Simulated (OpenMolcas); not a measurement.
# BF (SMILES [B]F) at 6 levels

We compute a comparison of 6 runs (HF/STO-3G, UHF/STO-3G, B3LYP/STO-3G, UPBE/STO-3G, MP2/STO-3G, ACPF/STO-3G) of BF. 

Program for the calculation: OpenMolcas 26.06.

2 further runs of the same task are left out: 1 for a known fault of the program, 1 set aside as unsound or not needed.

**1. The structure to begin with**

BF has 2 atoms, charge 0, and is taken as a singlet. SMILES: `[B]F`. The B1–F2 distance was set to 1.579 Å, away from the relaxed value.

Bond lengths: B1–F2 1.579 Å.

**2. The energy at HF/STO-3G (run 1)**

run.input

```
* BF Hartree-Fock

&GATEWAY
 BasLib
 $CurrDir
 Coord
 2
 angstrom
 B        0.000000       0.000000      -0.325160
 F        0.000000       0.000000       1.253740
 Basis
 STO-3G
 Group
 NoSym

&SEWARD

&SCF
 Thresholds
 1e-10 1e-07 1e-07 1e-05
 PrOrbitals
 1 1
```

The basis set STO-3G is read from a file made from the Basis Set Exchange's data (not shown).

Command:

```sh
$ export MOLCAS_MEM=1860
$ pymolcas run.input > run.log
```

The program printed:

```text
--- Start Module: gateway ---
[...]
--- Stop Module: gateway /rc=_RC_ALL_IS_WELL_ ---
--- Start Module: seward ---
[...]
      Basis functions           10
--- Stop Module: seward /rc=_RC_ALL_IS_WELL_ ---
--- Start Module: scf ---
[...]
       Convergence after  12 Iterations
[...]
::    Total SCF energy                               -122.2778284467
[...]
      Total spin, S                                     0.0000000000
[...]
      Total electronic charge=   14.000000
      Total            charge=   -0.000000
[...]
      Dipole Moment (debye):
      Origin of the operator (angstrom)=    0.0000    0.0000    0.6745
                   X=  9.4167E-17               Y=  9.1850E-16               Z= -2.2292E-01           Total=  2.2292E-01
      Quadrupole Moment (debye*angstrom):
[...]
--- Stop Module: scf /rc=_RC_ALL_IS_WELL_ ---
[...]
```

Wall time 1.3 s (1 thread of Arm Neoverse V2, shared host); peak memory 0.37 GiB.

**3. A single-point energy at UHF/STO-3G (run 2)**

run.inp

```
&GATEWAY
 BasLib = $CurrDir
 Coord
 2
 angstrom
 B        0.000000       0.000000      -0.325160
 F        0.000000       0.000000       1.253740
 Basis = STO-3G
 Group = NoSym

&SEWARD

&SCF
 UHF
 Thresholds = 1e-10 1e-07 1e-07 1e-05
 Scramble = 0.25
 PrOrbitals = 1 1
```

The basis set STO-3G is read from a file made from the Basis Set Exchange's data (not shown).

Command:

```sh
$ export MOLCAS_MEM=1860
$ pymolcas run.inp > run.log
```

The program printed:

```text
--- Start Module: gateway ---
[...]
--- Stop Module: gateway /rc=_RC_ALL_IS_WELL_ ---
--- Start Module: seward ---
[...]
      Basis functions           10
--- Stop Module: seward /rc=_RC_ALL_IS_WELL_ ---
--- Start Module: scf ---
[...]
       Convergence after  25 Iterations
[...]
::    Total SCF energy                               -122.2789835275
[...]
      Total spin, S                                     0.1644085343
[...]
      Total electronic charge=   14.000000
      Total            charge=   -0.000000
[...]
      Dipole Moment (debye):
      Origin of the operator (angstrom)=    0.0000    0.0000    0.6745
                   X= -2.8125E-07               Y= -2.5256E-08               Z= -3.8635E-01           Total=  3.8635E-01
      Quadrupole Moment (debye*angstrom):
[...]
--- Stop Module: scf /rc=_RC_ALL_IS_WELL_ ---
[...]
```

Run time: 1.7 s. Hardware: 1 thread of Arm Neoverse V2, shared host; peak memory 0.37 GiB.

Runs 3 to 5 aren't shown in full; the table further down has their settings and results.

**4. A single-point energy at ACPF/STO-3G (run 6)**

run.input

```
&GATEWAY
BasLib=$CurrDir
Coord
2
angstrom
B        0.000000       0.000000      -0.325160
F        0.000000       0.000000       1.253740
Basis=STO-3G
Group=NoSym
&SEWARD
&SCF
Thresholds=1e-10 1e-07 1e-07 1e-05
PrOrbitals=1 1
&MOTRA
Frozen=2
&GUGA
Electrons=10
Spin=1
Inactive=5
Active=0
CIAll=1
&CPF
ACPF
```

The basis set STO-3G is read from a file made from the Basis Set Exchange's data (not shown).

Command:

```sh
$ export MOLCAS_MEM=1860
$ pymolcas run.input > run.log
```

The program printed:

```text
--- Start Module: gateway ---
[...]
--- Stop Module: gateway /rc=_RC_ALL_IS_WELL_ ---
[...]
      Basis functions           10
[...]
       Convergence after  12 Iterations
[...]
::    Total SCF energy                               -122.2778284467
[...]
      Total spin, S                                     0.0000000000
[...]
      *** WARNING: Default frozen orbitals is overwritten by user input.
      *** Default values:   2
[...]
--- Start Module: guga ---
[...]
--- Stop Module: guga /rc=_RC_ALL_IS_WELL_ ---
--- Start Module: cpf ---
[...]
      Active orbitals                            0       0
[...]
      Spin quantum number                      0.0
[...]
     FINAL ACPF ENERGY        -122.37566471
     FINAL CORRELATION ENERGY   -0.09783626  REFERENCE ENERGY    -122.27782845
[...]
      Title:  ACPF natural orbitals
[...]
      Total electronic charge=   14.000000
      Total            charge=   -0.000000
[...]
      Dipole Moment (debye):
      Origin of the operator (angstrom)=    0.0000    0.0000    0.6745
                   X=  3.4863E-17               Y=  8.5095E-16               Z=  5.7463E-01           Total=  5.7463E-01
      Quadrupole Moment (debye*angstrom):
[...]
--- Stop Module: cpf /rc=_RC_ALL_IS_WELL_ ---
[...]
```

It took 1.5 s on 1 thread of Arm Neoverse V2, shared host; peak memory 0.37 GiB.

**5. The series**

```
run         level  scramble  integration grid  energy (Eh)  dipole moment (D) of the reference  HOMO energy (eV)  LUMO energy (eV)  wall time
  1     HF/STO-3G         –                 –  -122.277828                                0.22             -8.06              7.15      1.3 s
  2    UHF/STO-3G      0.25                 –  -122.278984                                0.39             -8.31              7.23      1.7 s
  3  B3LYP/STO-3G         –         UltraFine  -122.807668                                0.47             -4.25              2.13      2.2 s
  4   UPBE/STO-3G      0.25         UltraFine  -122.681651                                0.69             -2.96              1.30      3.3 s
  5    MP2/STO-3G         –                 –  -122.344108                                0.22             -8.06              7.15      1.4 s
  6   ACPF/STO-3G         –                 –  -122.375665                                0.22             -8.06              7.15      1.5 s
```

**6. Outcome**

```
                                          quantity          value
                               run 6: total energy  -122.37566 Eh
         run 6: dipole moment (mean-field density)         0.22 D
        run 6: HOMO energy (Hartree–Fock orbitals)       -8.06 eV
        run 6: LUMO energy (Hartree–Fock orbitals)        7.15 eV
      run 6: HOMO–LUMO gap (Hartree–Fock orbitals)       15.21 eV
run 6: correlation energy (2 core orbitals frozen)      -97.8 mEh
```

Below the UHF energy at the same shape and in the same basis (STO-3G): MP2 -65.1 mEh; ACPF -96.7 mEh. Some of these start from another determinant than that one, so these aren't their correlation energies. Over runs 1, 2, 3, 4 the dipole moment (its size) runs from 0.22 D (HF/STO-3G) to 0.69 D (UPBE/STO-3G). The two dipoles point in opposite directions. Over runs 1, 2, 3, 4 the HOMO–LUMO gap runs from 4.26 eV (UPBE/STO-3G) to 15.53 eV (UHF/STO-3G). Totals of different functionals can't be ranked against each other. In runs 1, 2, 3, 4, 5, 6 the basis is minimal, so the values are rough. Spin contamination of the reference: run 2 ⟨S²⟩ = 0.19. All runs together took 11 s, the longest 3.3 s.
